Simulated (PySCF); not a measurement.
**CH2Si: NMR shifts at several levels of theory**

The runs use PySCF 2.14.0, with density-fitted response routines of our own; the level of theory stands in each step. All values are computed, except where a source is named. Atoms are numbered from 0 throughout.

## (1) Starting geometry

4 atoms, charge 0, multiplicity 1; geometry from: GFN2-xTB.

Bonds of the start (Å): C0–Si1 1.70, C0–H2 1.09, Si1–H3 1.46.

## (2) Relaxing the molecule at PBE0-D3(BJ)/def2-SVP

What the job is given:

```
{"job": {"xc": "PBE0", "basis": "def2-SVP", "d3": "d3bj", "grid": 1, "kind": "geom"}, "charge": 0, "multiplicity": 1}
C     -0.996700    -0.417250     0.086210
Si     0.650310    -0.024030    -0.013090
H     -1.735810     0.364360    -0.066850
H      2.102670     0.086460    -0.051980
```

Started as:

```console
> OMP_NUM_THREADS=1 python probes_run.py task.json out
```

This one command runs all jobs of the session in turn.

Q: Estimate the wall time and peak memory of this first job on 1 thread of Arm Neoverse V2, shared host.

About 3.3 s, with a peak of 0.24 GiB.
